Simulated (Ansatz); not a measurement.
# SiNH6 (doublet): from Hartree-Fock to the top rungs at distance N1–H4 along a hydrogen transfer = 1.170 Å, cc-pVDZ

The task here is to estimate one member of a computed series from the others.

Program: Ansatz 0.2.0, Gaussian basis. Level of theory: cc-pVDZ, core rule «outside noble gas», up to 6 orbitals frozen. These are calculated values, not measurements.

To be run: UHF; CCSD(T) on ROHF; CCSD(T) on UHF; BCCD(T) on ROHF; CISD; CCSDT(Q) on ROHF; CCSDT(Q) on UHF; CASSCF and MRCISD+Q, 3 electrons in 3 orbitals; CASSCF and NEVPT2, 3 electrons in 3 orbitals.

## The system

The geometry derives from fragments relaxed apart (PBE0/def2-TZVP) and kept rigid, so it is no stationary point. A hydrogen atom is moved between rigid fragments.

8 atoms, charge 0, spin multiplicity 2.

Atoms are counted from 1 here; the program's logs count them from 0.

Bond lengths: N1–H2 1.012 Å, N1–H3 1.012 Å, N1–H4 1.170 Å, H4–Si5 1.651 Å, Si5–H6 1.486 Å, Si5–H7 1.486 Å, Si5–H8 1.486 Å. Angles: H2–N1–H3 107.1°, H2–N1–H4 107.1°, H3–N1–H4 107.1°, N1–H4–Si5 180.0°, H4–Si5–H6 107.6°, H4–Si5–H7 107.6°, H4–Si5–H8 107.6°, H6–Si5–H7 111.3°, H6–Si5–H8 111.3°, H7–Si5–H8 111.3°.

The first run:

Input file in.yaml:

```yaml
crystal:
  periodic: [false, false, false]
  atoms:
    - {symbol: N, position_ang: [-1.863322, -0.011841, -0.018431]}
    - {symbol: H, position_ang: [-2.160602, 0.955993, -0.018431]}
    - {symbol: H, position_ang: [-2.160601, -0.414140, 0.861829]}
    - {symbol: H, position_ang: [-0.693322, -0.011841, -0.018431]}
    - {symbol: Si, position_ang: [0.957678, -0.011841, -0.018431]}
    - {symbol: H, position_ang: [1.407650, -1.428094, -0.018431]}
    - {symbol: H, position_ang: [1.407652, 0.696285, -1.244942]}
    - {symbol: H, position_ang: [1.407652, 0.696286, 1.208081]}
basis:
  gaussian: {orbitals: cc-pVDZ}
magnetization: {spin_polarized: true, initial_magnetization: 1}
hamiltonian: {xc: hf}
output: {orbitals: {seedname: orbitals}}
```

Started as:

```
$ ansatz run in.yaml --threads 1 --pin off --events-out ev --progress --plain --max-ram 4096MiB --backend cpu
```

Among the steps run: UHF; CCSD(T) on ROHF; CCSD(T) on UHF; BCCD(T) on ROHF; CISD; CCSDT(Q) on ROHF; CCSDT(Q) on UHF; CASSCF and MRCISD+Q, 3 electrons in 3 orbitals; CASSCF and NEVPT2, 3 electrons in 3 orbitals.

One of the session's tables, all rows but one given; the rest of the session is left out.

```
       method  from UCCSDT(Q) (kcal/mol)
         ROHF                    +221.68
          UHF                    +217.06
         RMP2                     +31.51
         UMP2                     +33.42
         CISD                     +27.05
        RCCSD                          ?
        UCCSD                      +5.91
     RCCSD(T)                      +0.97
     UCCSD(T)                      +1.00
      BCCD(T)                      +0.97
       RCCSDT                      +0.36
       UCCSDT                      +0.34
    RCCSDT(Q)                      +0.01
    UCCSDT(Q)                          0
  CASSCF pair                    +207.49
  NEVPT2 pair                     +33.24
  MRCISD pair                     +24.36
MRCISD+Q pair                      +3.58
```

Estimate the missing values for RCCSD.

**Answer.** from UCCSDT(Q) (kcal/mol): +6.06. In the column «from UCCSDT(Q) (kcal/mol)» it lies between UCCSD (+5.91) and MRCISD pair (+24.36).

Limits of these values: Restricted and unrestricted rows rest on different reference determinants; where their highest levels disagree by more than a few hundredths of an eV, they describe different states and don't form one ladder.
